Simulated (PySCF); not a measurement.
## Potential energy of Na2 along the bond

Set-up: PySCF, no relativity, basis sets Na def2-TZVP. Energies in eV from Na + Na in their ground configurations at the same level. State: ¹Σg⁺ (singlet), closed shell.

All columns are PBE0.

```
R (Å)  E (eV)  HOMO (eV)  LUMO (eV)  Mayer bond order  ⟨S²⟩
2.666  -0.559      -3.74      -1.20              0.99  0.00
2.790  -0.628      -3.70      -1.24              0.98  0.00
2.914  -0.670      -3.66      -1.27              0.99  0.00
3.007  -0.686      -3.63      -1.31              0.99  0.00
3.100  -0.691      -3.60      -1.34              0.99  0.00
3.193  -0.687      -3.58      -1.37              0.99  0.00
3.317  -0.669      -3.54      -1.42              0.99  0.00
3.472  -0.631      -3.50      -1.48              0.99  0.00
3.658  -0.569      -3.46      -1.55              1.00  0.00
3.906  -0.474      -3.48      -1.60              0.85  0.16
```

The closed-shell solution turns unstable on stretching: from about 3.91 Å a spin-polarised solution lies lower.

Closed-shell solutions of metal pairs were not tested for spin polarisation, which can lower them a little. ⟨S²⟩ of the unrestricted solution departs from its pure value on part of the curve, where spin states mix.
